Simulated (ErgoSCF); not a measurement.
# PH3S (phosphinothious acid), run twice

Wanted: the energy of PH3S (phosphinothious acid), B3LYP/6-31G.

The results are computed with ErgoSCF 3.8.

6 further runs of the same task are left out: 4 that didn't finish, 2 set aside as unsound or not needed.

### 1 The system as given

PH3S: 5 atoms, total charge 0, spin state singlet. SMILES: `PS`. Geometry: relaxed at GFN2-xTB. This is one conformer, not always the lowest.

Bond lengths: P1–S2 2.089 Å, P1–H3 1.396 Å, P1–H4 1.396 Å, S2–H5 1.331 Å. Angles: P1–S2–H5 95.2°, S2–P1–H3 95.9°, S2–P1–H4 95.9°, H3–P1–H4 92.0°.

### 2 The input as first written

Contents of input.xyz:

```xyz
5

P     -0.491890    -0.474610     0.436120
S      0.767680     0.938370    -0.446980
H      0.270100    -1.588430     0.080650
H     -1.328280    -0.633800    -0.670440
H     -0.491890    -0.474610     0.736120
```

Command:

```sh
$ ergo -m input.xyz -e 'set_nthreads(1)' -e 'spin_polarization = 0' -e 'tmpdir = "."' -e 'scf.output_mulliken_pop = 1' -e 'scf.convergence_threshold = 1e-06' -e 'basis = "6-31G"' -e 'scf.max_number_of_iterations = 77' -e 'charge = 0' -e 'XC.type = "GC2"' -e 'scf.use_diagonalization = 1' -e 'run "B3LYP-G"'
```

The log of the run:

```text
[...]
INDF Weighted mixed functional:
[...]
INSC Energy   1 =       -519.65604743886
[...]
INDE E_LUMO =         -0.04225249967
[...]
INSC Energy  15 =       -734.32052300966  ( diff     -0.000000000052069 )
[...]
RESC CONVERGED after  15 iterations.
RESC FINAL ENERGY:       -734.32052300966
[...]
INSC SCF: dipole_moment_x [atomic units] =      -1.36158810
INSC SCF: dipole_moment_y [atomic units] =      -1.81203198
INSC SCF: dipole_moment_z [atomic units] =       0.60645472
[...]
```

Wall time 9 s (1 thread of Intel Xeon at 2.50GHz (Skylake/Cascade Lake), shared host); peak memory 0.27 GiB.

### 3 What went wrong

The program ended normally, but the settings are unsound, so its numbers aren't properties of the molecule.

The fault: two atoms lie on top of or far too near each other. As the program read them, the closest atoms are 0.30 Å apart, against 1.33 Å in the sound input.

### 4 Try two

Contents of mol.xyz:

```xyz
5
H3PS
P     -0.491890    -0.474610     0.436120
S      0.767680     0.938370    -0.446980
H      0.270100    -1.588430     0.080650
H     -1.328280    -0.633800    -0.670440
H      0.782390     1.758470     0.600650
```

Command:

```sh
$ ergo -m mol.xyz -e 'set_nthreads(1)' -e 'scf.max_number_of_iterations = 80' -e 'basis = "6-31G"' -e 'XC.type = "GC2"' -e 'scf.use_diagonalization = 1' -e 'scf.convergence_threshold = 1e-06' -e 'tmpdir = "."' -e 'scf.output_mulliken_pop = 1' -e 'run "B3LYP-G"'
```

The log of the run:

```text
[...]
INDF Weighted mixed functional:
[...]
INSC Energy   1 =       -521.61607459626
[...]
INDE E_LUMO =         -0.01857131327
[...]
INSC Energy  15 =       -741.26244765939  ( diff     -0.000000000016939 )
[...]
RESC CONVERGED after  15 iterations.
RESC FINAL ENERGY:       -741.26244765939
[...]
INSC SCF: dipole_moment_x [atomic units] =      -0.20277452
INSC SCF: dipole_moment_y [atomic units] =      -0.22379577
INSC SCF: dipole_moment_z [atomic units] =       0.16055202
[...]
```

Run time: 9.3 s. Hardware: 1 thread of Intel Xeon at 2.50GHz (Skylake/Cascade Lake), shared host; peak memory 0.27 GiB.

### 5 Outcome

At B3LYP/6-31G:

```
     quantity          value
 total energy  -741.26245 Eh
dipole moment         0.87 D
```

What this shows: The first attempt's energy was +188.899 eV off this one.
